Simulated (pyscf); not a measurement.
Optimised with ωB97X-D3(BJ)/def2-SVP in PySCF. MP2 and CC: frozen core, UHF for open shells. ΔMP2 is the change of the MP2 total energy from the triple- to the quadruple-zeta basis.

**Question.** Estimate by transition-state theory (the high-pressure limit) the rate constant of CH₄ (SMILES C) + S=Zn (SMILES [S]=[Zn]) -> H₃C–Zn–SH (SMILES [CH3][Zn][SH]) (singlet surface; C–H broken, C–Zn, H–S formed) at 1200 K, with CCSD(T)/def2-TZVPP + ΔMP2(QZVPP) energies (ideal gas, 1 atm, RRHO with modes under 100 cm⁻¹ raised to 100, one conformer, R ln 2 for rigid chiral ones; no tunnelling).

**Answer.** The electronic barrier is 26.8 kcal/mol and the thermal terms add +27.4, so ΔG‡ = 54.2 kcal/mol. With k_BT/h = 2.50e+13 s⁻¹ and RT = 2.385 kcal/mol, and a volume of 1.64e-19 cm³ per molecule at 1 atm, k = 5.6e-16 cm³ molecule⁻¹ s⁻¹. The product is born with the 76 kcal/mol of the reverse barrier and needs collisions to keep. Wigner's tunnelling factor for 1661i cm⁻¹ would be 1.17. A shift of 1 kcal/mol in the barrier changes k by a factor 1.5. On the reactant side the descent ends in a bound adduct, 8.5 kcal/mol under the separated species and 36.6 kcal/mol under the saddle at ωB97X-D3(BJ)/def2-TZVP. One saddle was located; it need not be the lowest between these sides. The CCSD(T) − MP2 part came from Ansatz, without density fitting, on the same reference. The frozen core leaves the outer d or s,p core shells of the metals and heavy elements correlated in the MP2 and CC values, and def2-TZVPP describes them poorly, which can shift differences by a few kcal/mol. Elements up to Kr have no core potential and no relativistic terms here.
